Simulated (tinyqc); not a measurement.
UHF in the sto-3g basis, for CH2, spin multiplicity 3, step by step (part 2 of 2). Computed by tinyqc, a small Python program that keeps every step (integrals from PySCF). Command: `OMP_NUM_THREADS=1 python tinyqc.py 30043 30044 out.jsonl` (the two numbers bound the seeds that draw the settings). One thread of a shared host (Intel(R) Xeon(R) Processor @ 2.60GHz), about 0.1 s of CPU time with the checks.

Geometry (angstrom):
```
atom,x,y,z
C,0.000000,0.000000,0.000000
H,0.000000,0.909000,0.526000
H,0.000000,-0.909000,0.526000
```

## Iteration 2: diagonalisation and new density

extrapolated F(alpha) (hartree), lower triangle:
```
,1C 1s,1C 2s,1C 2px,1C 2py,1C 2pz,2H 1s,3H 1s
1C 1s,-10.998189
1C 2s,-2.983614,-1.606720
1C 2px,0.000000,0.000000,-0.371844
1C 2py,0.000000,0.000000,0.000000,-0.341468
1C 2pz,-0.005320,0.001598,0.000000,0.000000,-0.354617
2H 1s,-0.835256,-0.790409,0.000000,-0.391345,-0.239094,-0.511478
3H 1s,-0.835256,-0.790409,0.000000,0.391345,-0.239094,-0.261193,-0.511478
```

extrapolated F(beta) (hartree), lower triangle:
```
,1C 1s,1C 2s,1C 2px,1C 2py,1C 2pz,2H 1s,3H 1s
1C 1s,-10.941452
1C 2s,-2.933664,-1.215077
1C 2px,0.000000,0.000000,0.371080
1C 2py,0.000000,0.000000,0.000000,-0.220513
1C 2pz,-0.003354,-0.284374,0.000000,0.000000,0.221938
2H 1s,-0.819011,-0.711306,0.000000,-0.376679,-0.237344,-0.498937
3H 1s,-0.819011,-0.711306,0.000000,0.376679,-0.237344,-0.236162,-0.498937
```

X, lower triangle:
```
,1C 1s,1C 2s,1C 2px,1C 2py,1C 2pz,2H 1s,3H 1s
1C 1s,1.027201
1C 2s,-0.157222,1.350485
1C 2px,0.000000,0.000000,1.000000
1C 2py,0.000000,0.000000,0.000000,1.218295
1C 2pz,-0.012792,0.149717,0.000000,0.000000,1.068711
2H 1s,0.026734,-0.386441,0.000000,-0.328273,-0.177908,1.305507
3H 1s,0.026734,-0.386441,0.000000,0.328273,-0.177908,-0.038715,1.305507
```

Diagonalise F' = X^T F X, C = X C', fill 5 alpha and 3 beta electrons from the bottom; D(s) = C_occ C_occ^T. Each column has its largest component positive (the first on a tie).

F' = X^T F X (alpha) (hartree), lower triangle:
```
,1,2,3,4,5,6,7
1,-10.759825
2,-1.566855,-0.670702
3,0.000000,0.000000,-0.371844
4,0.000000,0.000000,0.000000,0.065283
5,-0.035868,0.241566,0.000000,0.000000,-0.221218
6,-0.136863,-0.500097,0.000000,-0.478226,-0.265214,0.090441
7,-0.136863,-0.500097,0.000000,0.478226,-0.265214,-0.074472,0.090441
```

orbital energies (alpha) (hartree): MO1 -11.005625, MO2 -0.913012, MO3 -0.563047, MO4 -0.433688, MO5 -0.371844, MO6 0.716548, MO7 0.793244

coefficients C (alpha):
```
,MO1,MO2,MO3,MO4,MO5,MO6,MO7
1C 1s,0.992115,-0.244941,0.000000,0.078557,0.000000,-0.176052,0.000000
1C 2s,0.034743,0.777266,0.000000,-0.425822,0.000000,1.175986,0.000000
1C 2px,0.000000,0.000000,0.000000,0.000000,1.000000,0.000000,0.000000
1C 2py,0.000000,0.000000,0.576559,0.000000,0.000000,0.000000,1.169337
1C 2pz,0.004131,0.010120,0.000000,0.839165,0.000000,0.723676,0.000000
2H 1s,-0.008047,0.211812,0.406455,0.242200,0.000000,-0.938346,-0.919795
3H 1s,-0.008047,0.211812,-0.406455,0.242200,0.000000,-0.938346,0.919795
```

F' = X^T F X (beta) (hartree), lower triangle:
```
,1,2,3,4,5,6,7
1,-10.707015
2,-1.576229,-0.229403
3,0.000000,0.000000,0.371080
4,0.000000,0.000000,0.000000,0.218656
5,0.003685,-0.050869,0.000000,0.000000,0.347087
6,-0.135007,-0.492368,0.000000,-0.493910,-0.251812,0.068663
7,-0.135007,-0.492368,0.000000,0.493910,-0.251812,-0.073865,0.068663
```

orbital energies (beta) (hartree): MO1 -10.946748, MO2 -0.737015, MO3 -0.518938, MO4 0.303743, MO5 0.371080, MO6 0.785489, MO7 0.880122

coefficients C (beta):
```
,MO1,MO2,MO3,MO4,MO5,MO6,MO7
1C 1s,0.993505,-0.195848,0.000000,0.152312,0.000000,-0.181235,0.000000
1C 2s,0.028887,0.537691,0.000000,-0.689712,0.000000,1.184892,0.000000
1C 2px,0.000000,0.000000,0.000000,0.000000,1.000000,0.000000,0.000000
1C 2py,0.000000,0.000000,0.500613,0.000000,0.000000,0.000000,1.203808
1C 2pz,0.003938,0.200971,0.000000,0.764181,0.000000,0.776947,0.000000
2H 1s,-0.006766,0.337518,0.464434,0.214385,0.000000,-0.907831,-0.891925
3H 1s,-0.006766,0.337518,-0.464434,0.214385,0.000000,-0.907831,0.891925
```

D(alpha) after iteration 2, lower triangle:
```
,1C 1s,1C 2s,1C 2px,1C 2py,1C 2pz,2H 1s,3H 1s
1C 1s,1.050460
1C 2s,-0.189366,0.786674
1C 2px,0.000000,0.000000,1.000000
1C 2py,0.000000,0.000000,0.000000,0.332420
1C 2pz,0.067542,-0.349325,0.000000,0.000000,0.704317
2H 1s,-0.040838,0.061221,0.000000,0.234345,0.205356,0.268795
3H 1s,-0.040838,0.061221,0.000000,-0.234345,0.205356,-0.061616,0.268795
```

D(beta) after iteration 2, lower triangle:
```
,1C 1s,1C 2s,1C 2px,1C 2py,1C 2pz,2H 1s,3H 1s
1C 1s,1.025409
1C 2s,-0.076606,0.289946
1C 2px,0.000000,0.000000,0.000000
1C 2py,0.000000,0.000000,0.000000,0.250613
1C 2pz,-0.035447,0.108174,0.000000,0.000000,0.040405
2H 1s,-0.072824,0.181285,0.000000,0.232502,0.067805,0.329663
3H 1s,-0.072824,0.181285,0.000000,-0.232502,0.067805,-0.101735,0.329663
```

## Iteration 9 (converged): orbitals

converged F(alpha) (hartree), lower triangle:
```
,1C 1s,1C 2s,1C 2px,1C 2py,1C 2pz,2H 1s,3H 1s
1C 1s,-10.987069
1C 2s,-2.981886,-1.604291
1C 2px,0.000000,0.000000,-0.369539
1C 2py,0.000000,0.000000,0.000000,-0.344090
1C 2pz,-0.006446,-0.008309,0.000000,0.000000,-0.355372
2H 1s,-0.835310,-0.788600,0.000000,-0.387310,-0.239590,-0.504513
3H 1s,-0.835310,-0.788600,0.000000,0.387310,-0.239590,-0.262326,-0.504513
```

converged F(beta) (hartree), lower triangle:
```
,1C 1s,1C 2s,1C 2px,1C 2py,1C 2pz,2H 1s,3H 1s
1C 1s,-10.931166
1C 2s,-2.928410,-1.217373
1C 2px,0.000000,0.000000,0.373438
1C 2py,0.000000,0.000000,0.000000,-0.210436
1C 2pz,-0.006519,-0.265335,0.000000,0.000000,0.246439
2H 1s,-0.817955,-0.710762,0.000000,-0.372759,-0.220149,-0.501345
3H 1s,-0.817955,-0.710762,0.000000,0.372759,-0.220149,-0.234850,-0.501345
```

As before.

F' = X^T F X (alpha) (hartree), lower triangle:
```
,1,2,3,4,5,6,7
1,-10.748629
2,-1.566232,-0.672635
3,0.000000,0.000000,-0.369539
4,0.000000,0.000000,0.000000,0.056683
5,-0.035295,0.227715,0.000000,0.000000,-0.224617
6,-0.137483,-0.497677,0.000000,-0.473274,-0.262303,0.096003
7,-0.137483,-0.497677,0.000000,0.473274,-0.262303,-0.075858,0.096003
```

orbital energies (alpha) (hartree): MO1 -10.994570, MO2 -0.910080, MO3 -0.557511, MO4 -0.427337, MO5 -0.369539, MO6 0.706251, MO7 0.786055

coefficients C (alpha):
```
,MO1,MO2,MO3,MO4,MO5,MO6,MO7
1C 1s,0.992076,-0.244906,0.000000,0.080410,0.000000,-0.175486,0.000000
1C 2s,0.034897,0.777442,0.000000,-0.427864,0.000000,1.175124,0.000000
1C 2px,0.000000,0.000000,0.000000,0.000000,1.000000,0.000000,0.000000
1C 2py,0.000000,0.000000,0.583743,0.000000,0.000000,0.000000,1.165767
1C 2pz,0.004277,0.024384,0.000000,0.843808,0.000000,0.717913,0.000000
2H 1s,-0.008064,0.210341,0.400788,0.233150,0.000000,-0.940966,-0.922279
3H 1s,-0.008064,0.210341,-0.400788,0.233150,0.000000,-0.940966,0.922279
```

F' = X^T F X (beta) (hartree), lower triangle:
```
,1,2,3,4,5,6,7
1,-10.697670
2,-1.571713,-0.232357
3,0.000000,0.000000,0.373438
4,0.000000,0.000000,0.000000,0.226541
5,-0.001904,-0.034687,0.000000,0.000000,0.367985
6,-0.134933,-0.490110,0.000000,-0.489035,-0.239997,0.056818
7,-0.134933,-0.490110,0.000000,0.489035,-0.239997,-0.074242,0.056818
```

orbital energies (beta) (hartree): MO1 -10.936348, MO2 -0.729138, MO3 -0.514445, MO4 0.306562, MO5 0.373438, MO6 0.779458, MO7 0.872046

coefficients C (beta):
```
,MO1,MO2,MO3,MO4,MO5,MO6,MO7
1C 1s,0.993576,-0.196678,0.000000,0.151106,0.000000,-0.180960,0.000000
1C 2s,0.028599,0.537798,0.000000,-0.698940,0.000000,1.179430,0.000000
1C 2px,0.000000,0.000000,0.000000,0.000000,1.000000,0.000000,0.000000
1C 2py,0.000000,0.000000,0.491885,0.000000,0.000000,0.000000,1.207401
1C 2pz,0.004157,0.176413,0.000000,0.754668,0.000000,0.792062,0.000000
2H 1s,-0.006721,0.343602,0.470879,0.236609,0.000000,-0.899996,-0.888539
3H 1s,-0.006721,0.343602,-0.470879,0.236609,0.000000,-0.899996,0.888539
```

D(alpha) after iteration 9, lower triangle:
```
,1C 1s,1C 2s,1C 2px,1C 2py,1C 2pz,2H 1s,3H 1s
1C 1s,1.050659
1C 2s,-0.190184,0.788702
1C 2px,0.000000,0.000000,1.000000
1C 2py,0.000000,0.000000,0.000000,0.340756
1C 2pz,0.066121,-0.341929,0.000000,0.000000,0.712625
2H 1s,-0.040766,0.063490,0.000000,0.233957,0.201828,0.259298
3H 1s,-0.040766,0.063490,0.000000,-0.233957,0.201828,-0.061963,0.259298
```

D(beta) after iteration 9, lower triangle:
```
,1C 1s,1C 2s,1C 2px,1C 2py,1C 2pz,2H 1s,3H 1s
1C 1s,1.025875
1C 2s,-0.077357,0.290045
1C 2px,0.000000,0.000000,0.000000
1C 2py,0.000000,0.000000,0.000000,0.241951
1C 2pz,-0.030566,0.094993,0.000000,0.000000,0.031139
2H 1s,-0.074257,0.184596,0.000000,0.231618,0.060588,0.339834
3H 1s,-0.074257,0.184596,0.000000,-0.231618,0.060588,-0.103619,0.339834
```

## Convergence

Stop when the energy changes by less than 1e-09 hartree and every element of the error matrix X^T (F D S - S D F) X (for each spin) is below 9e-06.

Course of the cycle:
```
iteration,E (hartree),change,largest element of the error matrix
1,-36.94013739,-,3.69e-01
2,-38.42760017,-1.49e+00,3.19e-02
3,-38.43305056,-5.45e-03,9.99e-03
4,-38.43344232,-3.92e-04,3.16e-03
5,-38.43350442,-6.21e-05,5.52e-04
6,-38.43350731,-2.89e-06,1.71e-04
7,-38.43350755,-2.42e-07,1.90e-05
8,-38.43350755,-2.90e-09,5.24e-06
9,-38.43350755,-1.57e-10,3.97e-07
```

PySCF UHF in the same basis, after a stability check = -38.43350755 hartree

Converged in 9 iterations.

## Populations, bond orders and dipole

overlap S, lower triangle:
```
,1C 1s,1C 2s,1C 2px,1C 2py,1C 2pz,2H 1s,3H 1s
1C 1s,1.000000
1C 2s,0.248362,1.000000
1C 2px,0.000000,0.000000,1.000000
1C 2py,0.000000,0.000000,0.000000,1.000000
1C 2pz,0.000000,0.000000,0.000000,0.000000,1.000000
2H 1s,0.068337,0.513866,0.000000,0.415932,0.240682,1.000000
3H 1s,0.068337,0.513866,0.000000,-0.415932,0.240682,0.159553,1.000000
```

Mulliken: Z minus the diagonal of D S on the atom; Loewdin: the same with S^(1/2) D S^(1/2); Mayer order: 2 sum_s sum (D(s) S)_ij (D(s) S)_ji over the two atoms.

Charges (e):
```
atom,Mulliken,Loewdin,Mulliken spin
1C,-0.101715,-0.048189,2.197735
2H,0.050858,0.024095,-0.098867
3H,0.050858,0.024095,-0.098867
```

Mayer bond orders:
```
pair,order
2-1,0.981098
3-1,0.981098
3-2,0.006541
```

dipole moment about the origin, x y z (debye): 0.000000  0.000000  0.207288

<S^2> of the determinant (pure state: 2) = 2.013501
